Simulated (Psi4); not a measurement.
**H2S (hydrogen sulfide) at TD-CAM-B3LYP/cc-pVDZ (save jk yes, sweep point 6)**

Aim: the excited states of H2S (hydrogen sulfide). 

The calculation is run with Psi4 1.11.

5 further runs of the same task are left out: 5 set aside as unsound or not needed.

### 1 The structure to begin with

H2S: 3 atoms, total charge 0, spin state singlet. As SMILES, `S`. Geometry: relaxed at PBE0-D4/def2-TZVP.

Bond lengths: S1–H2 1.341 Å, S1–H3 1.341 Å. Angles: H2–S1–H3 92.3°.

### 2 The vertical excitations at TD-CAM-B3LYP/cc-pVDZ (save jk yes, sweep point 6)

The input, calc.dat:

```
memory 1.6 GB

molecule mol {
  0 1
  S      0.93635929    -0.53025715     0.46090420
  H      0.18500419     1.88537975     0.30689152
  H     -1.12136348    -1.35512260    -0.76779572
  units bohr
  symmetry c1
}

set basis cc-pVDZ
set reference rks
set puream true
set scf_type pk
set dft_radial_points 99
set dft_spherical_points 590
set d_convergence 1e-08
set e_convergence 1e-08
set save_jk true

from psi4.driver.procrouting.response.scf_response import tdscf_excitations
e, wfn = energy("cam-b3lyp", return_wfn=True)
states = tdscf_excitations(wfn, states=4, tda=False)
```

Command:

```console
$ psi4 -i calc.dat -o calc.out -n 1
```

calc.out:

```text
[...]
  Running in c1 symmetry.
[...]
  Nuclear repulsion =   12.899079527231992
[...]
  Multiplicity = 1
[...]
  Nalpha       = 9
  Nbeta        = 9
[...]
    Number of basis functions: 28
[...]
   @RKS iter   1:  -399.36233978748032   -1.66757e-01   8.14657e-03 DIIS/ADIIS
[...]
   @RKS iter   8:  -399.39661610655310   -2.84217e-12   5.93015e-09 DIIS
[...]
    Orbital Energies [Eh]
    ---------------------
    Doubly Occupied:
       1A    -88.953637     2A     -8.016902     3A     -5.982108
       4A     -5.978804     5A     -5.971416     6A     -0.820975
       7A     -0.504981     8A     -0.424149     9A     -0.317971
[...]
  @RKS Final Energy:  -399.39661610655310
   => Energetics <=
    Nuclear Repulsion Energy =             12.8990795272319918
    One-Electron Energy =                -576.7614485780961786
    Two-Electron Energy =                 184.5644336055281940
    DFT Exchange-Correlation Energy =     -20.0986806612170703
    Empirical Dispersion Energy =           0.0000000000000000
    VV10 Nonlocal Energy =                  0.0000000000000000
    Total Energy =                       -399.3966161065531537
[...]
 Multipole Moments:
 ------------------------------------------------------------------------------------
     Multipole            Electronic (a.u.)      Nuclear  (a.u.)        Total (a.u.)
 ------------------------------------------------------------------------------------
 L = 1.  Multiply by 2.5417464519 to convert [e a0] to [Debye]
 Dipole X            :          1.0155210           -1.4581145           -0.4425935
 Dipole Y            :         -0.5188633            0.7450325            0.2261692
 Dipole Z            :          0.0000000            0.0000000            0.0000000
 Magnitude           :                                                    0.4970327
[...]
**********                               WARNING                                **********
**********       The names of excited state variables changed between 1.5       **********
[...]
**********                               WARNING                                **********
**********  Length-gauge rotatory strengths are **NOT** gauge-origin invariant  **********
[...]
                                    Excitation Energy         Total Energy        Oscillator Strength             Rotatory Strength
[...]
Excited State    1 (1 A):   0.23100 au   197.24 nm f = 0.0000
[...]
Excited State    2 (1 A):   0.25081 au   181.66 nm f = 0.0091
[...]
Excited State    3 (1 A):   0.36506 au   124.81 nm f = 0.1672
[...]
Excited State    4 (1 A):   0.37455 au   121.65 nm f = 0.1440
[...]
**********                               WARNING                                **********
**********       The names of excited state variables changed between 1.5       **********
[...]
```

Wall time 6.3 s (1 thread of Intel Xeon 6975P-C (Granite Rapids), shared host); peak memory 0.43 GiB.

The roots found:

```tsv
excited state	energy (eV)	strength	label
1	6.286	0.0000	A 1
2	6.825	0.0091	A 1
3	9.934	0.1673	A 1
4	10.192	0.1440	A 1
```

### 3 Summary of results

Level: TD-CAM-B3LYP/cc-pVDZ (save jk yes, sweep point 6).

```
                                    quantity          value
           ground-state or mean-field energy  -399.39662 Eh
 dipole moment (CAM-B3LYP Kohn–Sham density)         1.26 D
  HOMO energy (CAM-B3LYP Kohn–Sham orbitals)       -8.65 eV
  LUMO energy (CAM-B3LYP Kohn–Sham orbitals)        2.18 eV
HOMO–LUMO gap (CAM-B3LYP Kohn–Sham orbitals)       10.84 eV
                    lowest excitation energy        6.29 eV
```

The brightest of the 4 transitions from the ground state lies at 9.93 eV (125 nm, f = 0.167); the lowest, at 6.29 eV, has f = 0.000. The basis has no diffuse functions, so Rydberg states are missing or pushed up, and the true lowest state may lie lower. Roots above 8.7 eV lie over the negative of the HOMO energy, where those of Rydberg kind are poorly described; valence roots are less touched.
